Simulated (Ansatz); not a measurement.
# SiHCl2−: functionals against CCSD(T) at one geometry

The task here is to estimate one member of a computed series from the others.

Method: single points in def2-TZVPPD; program: Ansatz 0.2.0, Gaussian basis.

Correlated methods freeze the cores.

### Starting geometry

4 atoms, charge -1, spin multiplicity 1.

Atoms are counted from 1 here; the program's logs count them from 0.

Bond lengths: Cl1–Si2 2.128 Å, Si2–Cl3 2.215 Å, Si2–H4 1.449 Å. Angles: Cl1–Si2–Cl3 102.8°, Cl1–Si2–H4 92.6°, Cl3–Si2–H4 88.8°.

Geometry (Å):

```xyz
4

Cl   -1.5923    0.2069    0.9916
Si    0.2754   -0.6134    0.3859
Cl    0.3062   -0.2051   -1.7908
H     0.9716    0.6393    0.6009
```

The first run:

run/in.yaml reads:

```yaml
crystal:
  periodic: [false, false, false]
  atoms:
    - {symbol: Cl, position_ang: [-1.592300, 0.206900, 0.991600]}
    - {symbol: Si, position_ang: [0.275400, -0.613400, 0.385900]}
    - {symbol: Cl, position_ang: [0.306200, -0.205100, -1.790800]}
    - {symbol: H, position_ang: [0.971600, 0.639300, 0.600900]}
basis:
  gaussian: {orbitals: "def2-TZVPPD.json"}
total_charge: -1
correlation: {method: ccsd_t}
output: {forces: true}
```

The basis file named in the input lies beside it (Basis Set Exchange, JSON).

No record of the launch command was kept for these runs.

Among the steps run: CCSD(T)/def2-TZVPPD; PBE0-D4/def2-TZVPPD; wB97M-V/def2-TZVPPD; r2SCAN-D4/def2-TZVPPD; PBE-D4/def2-TZVPPD; revPBE-D4/def2-TZVPPD; r2SCAN0-D4/def2-TZVPPD.

One table of the session follows, with a row left open; its other results are not shown here.

```
    method  RMS force component (eV/Å)  angle to CCSD(T) forces (°)
   CCSD(T)                       0.662                    reference
   PBE0-D4                       0.663                          7.2
   wB97M-V                       0.659                          1.8
 r2SCAN-D4                       0.674                          4.7
    PBE-D4                           ?                            ?
 revPBE-D4                       0.810                          5.9
r2SCAN0-D4                       0.606                          7.3
```

Q: Estimate the row for PBE-D4 from the others.

As computed: RMS force component (eV/Å): 0.776; angle to CCSD(T) forces (°): 6.2. In the column «RMS force component (eV/Å)» it lies between r2SCAN-D4 (0.674) and revPBE-D4 (0.810).
